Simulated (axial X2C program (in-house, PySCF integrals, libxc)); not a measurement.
# A two-component session on PSi: EOM-EA-CCSD levels

Aim: EOM-EA-CCSD levels of PSi, with spin–orbit coupling in the Hamiltonian from the start.

The runs use an in-house X2C program for linear molecules on PySCF integrals; two-component X2C with atomic mean-field terms, P dyall-av3z, Si dyall-av3z.

All values are calculated.

### Step 1. Input

task.json

```json
{"zs": [15, 14], "q": 0, "bas": ["dyall-av3z", "dyall-av3z"], "r0": 2.09, "eom": "ea", "thr": -2.0, "nmax": 92, "grid": [1, 0.96, 1.045, 0.92, 1.09, 1.15]}
```

Keys: zs atomic numbers; q charge; bas basis sets; r0 starting distance in Å; eom kind of EOM run; thr threshold in hartree for freezing inner shells (an s shell follows its p shell); nmax most natural virtual spinors; grid distances as factors.

Command:

```sh
$ python soeom.py task.json out
```

After this run come: EOM-EA-CCSD at 2.081 Å.

Before running it: what results should come out? Wanted: next root led by one particle; T1 of the reference; lowest state, Re and ωe.

The runs gave:

```
                     quantity                             value
       lowest root at 2.081 Å                 Ω = 3/2, 9.185 eV
next root led by one particle  Ω = 3/2, about 26140 cm⁻¹ higher
          T1 of the reference                             0.014
      lowest state, Re and ωe                 2.083 Å, 632 cm⁻¹
```

**Reading.** The added electron is bound by 9.19 eV in a spinor of 55% P pπ, 32% Si pπ. Errors of 0.1 to 0.3 eV are usual at this size, and roots led by higher excitations are left out, so the list is incomplete, and low states of that kind can be missing. T1 or the largest double amplitude of the reference is raised, which lowers the reliability.
